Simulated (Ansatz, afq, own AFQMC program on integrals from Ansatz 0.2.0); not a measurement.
**BNH4, singlet in 6-31G along one coordinate**

```xyz
6

B     0.0000    0.0000    0.7672
N     0.0000    0.0000   -0.6178
H     0.0000    1.0469    1.3476
H     0.0000   -1.0469    1.3476
H     0.0000    0.8414   -1.1691
H     0.0000   -0.8414   -1.1691
```

The B1–N2 distance is changed with both sides rigid. Energies in kJ/mol count from this geometry (1.385 Å) at the same level; the start stands on RHF, each point on the determinant named.

Basis 6-31G. Only valence electrons are correlated. Integrals, coupled cluster, full CI and functionals: Ansatz 0.2.0; the random walks run on the same integrals in our own AFQMC program. The CISD trial takes its coefficients from CCSD amplitudes. Released means that phaseless walkers are propagated on without the constraint, phases kept. Error bars are statistical, one sigma.

Cautions, each for one point or more: (Q) is large, so the cluster series hasn't closed; CCSDT(Q) on the RHF determinant differs, by its state or its frozen core; an unrestricted solution with more broken spin lies lower, while this determinant keeps restricted orbitals; cluster runs in doubt by the program's own checks; higher spins were not checked; raised T1 diagnostic; released walk and highest rung disagree; strong correlation; unrestricted determinant spin contaminated; walk and cluster series may follow different spin states.

```json
{"r(B1–N2) / Å": "1.227", "det.": "RHF", "T1": "0.013", "weight": "0.92", "⟨S²⟩": "pure", "CCSD(T)": "96.0", "ph-AFQMC/CISD": "97.7 ± 1.0", "released AFQMC": "96.4 ± 1.1*", "CCSDT(Q)": "96.2", "B2PLYP": "86.7", "PBE": "86.9"}
{"r(B1–N2) / Å": "1.532", "det.": "RHF", "T1": "0.021", "weight": "0.91", "⟨S²⟩": "pure", "CCSD(T)": "22.6", "ph-AFQMC/CISD": "24.7 ± 1.4", "released AFQMC": "23.3 ± 1.3*", "CCSDT(Q)": "22.2", "B2PLYP": "28.2", "PBE": "26.7"}
{"r(B1–N2) / Å": "1.930", "det.": "RHF", "T1": "0.035", "weight": "0.88", "⟨S²⟩": "pure", "CCSD(T)": "239.9", "ph-AFQMC/CISD": "237.1 ± 2.4", "released AFQMC": "235.2 ± 2.3*", "CCSDT(Q)": "237.2", "B2PLYP": "253.8", "PBE": "245.0"}
{"r(B1–N2) / Å": "2.592", "det.": "UHF¶", "T1": "0.055", "weight": "0.82", "⟨S²⟩": "0.00", "CCSD(T)": "569.7", "ph-AFQMC/CISD": "561.9 ± 3.6", "released AFQMC": "568.4 ± 4.5*", "CCSDT(Q)": "546.0", "B2PLYP": "622.6§", "PBE": "565.0§"}
{"r(B1–N2) / Å": "3.779", "det.": "UHF†¶", "T1": "0.006", "weight": "0.93", "⟨S²⟩": "1.01", "CCSD(T)": "607.0", "ph-AFQMC/CISD": "609.9 ± 1.1", "released AFQMC": "608.2 ± 1.0*", "CCSDT(Q)": "607.2", "B2PLYP": "637.3§", "PBE": "669.4§"}
```

Weight is that of the determinant in the CISD state; at the start T1 is 0.017 and the weight 0.92. ¶ marks points with a poor determinant and no full CI, where no value is sure; they don't count among the departures. An asterisk marks released energies that aren't shown to be converged. A dagger marks points whose determinant fills other symmetries than the start's, so the wave-function levels may follow another state there, or a degenerate partner. § marks a functional whose ⟨S²⟩ is too high by over 0.1. Largest departures from CCSDT(Q), at the points where its series has closed: CCSD(T) 2.7 kJ/mol at 1.930 (on RHF), ph-AFQMC/CISD 2.6 kJ/mol at 1.532 (on RHF) (within the noise), B2PLYP 16.6 kJ/mol at 1.930, PBE -9.3 kJ/mol at 1.227. Functionals count only at points shown to share the start's state and spin. In this small basis the wave-function levels are far from their limit, so their gap to the functionals isn't the functionals' error.

Some points may be missing: those where a free walk finds a much lower state, and past Zn most of those on another determinant than at the start.

A walk keeps the symmetry of its determinant, which the program's search chose and which needn't be the lowest solution, so a lower state of the same spin and another symmetry isn't excluded.
